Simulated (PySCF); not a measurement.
Gas-phase reaction: HBNH + H ⇌ B + NH3

Energies from PySCF, thermal terms from the rigid-rotor harmonic-oscillator model, ideal gas at 1 bar. † marks an energy on the PBE0/def2-TZVP geometry and frequencies. Open shells (unrestricted): H (multiplicity 2), B (multiplicity 2); the rest are closed-shell singlets. Spin-orbit splitting is ignored; it lowers the true energy and changes the entropy of B. HBNH: computed as isolated molecules; such fragments, hydroxides, amides, oligomers or adducts are transient or little studied in the gas.

PBE0/def2-QZVP† gives ΔH°(298 K) = 274 kJ.

Q: What do BLYP/def2-TZVP†, M06-2X/def2-TZVP†, ωB97M-V/def2-TZVP† give?

A: BLYP/def2-TZVP†: 283 kJ; M06-2X/def2-TZVP†: 283 kJ; ωB97M-V/def2-TZVP†: 276 kJ. For scale, ΔH°(298 K) is 274 kJ at this level, 276 kJ at ωB97M-V/def2-TZVP†, and runs from 228 to 513 kJ over the 20 levels computed.
